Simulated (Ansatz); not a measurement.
Tetradymite Bi2Se3 was calculated with PBEsol+SOC (Ansatz, a quantum-chemistry and plane-wave program, plane waves, PAW).

Run with plane-wave cutoff 520 eV, 10×10×10 k mesh, PAW data made under PBE.

Cell (relaxed at this level):

```
Bi2Se3
1.0
    2.07138     1.19591     9.37755
   -2.07138     1.19591     9.37755
    0.00000    -2.39182     9.37755
Bi Se
2 3
Cartesian
  0.00000   0.00000  16.84097
  0.00000   0.00000  11.29167
  0.00000   0.00000   0.00000
  0.00000   0.00000  22.25310
  0.00000   0.00000   5.87954
```

Give the computed elastic constant C12, elastic constant C66, Young modulus, elastic constant C44, elastic constant C11, elastic constant C13 and elastic constant C33.


elastic constant C12: 25.7 GPa
elastic constant C66: 28.4 GPa
Young modulus: 56.3 GPa
elastic constant C44: 25.1 GPa
elastic constant C11: 82.5 GPa
elastic constant C13: 25.3 GPa
elastic constant C33: 45.9 GPa

Note: the cell comes from a level without a dispersion term, which matters for the spacing of layers, chains or molecules.

Elastic constants are with the ions relaxed.

Computed values are for the static lattice.

It cost around 10 core-hours (rough) of CPU time.
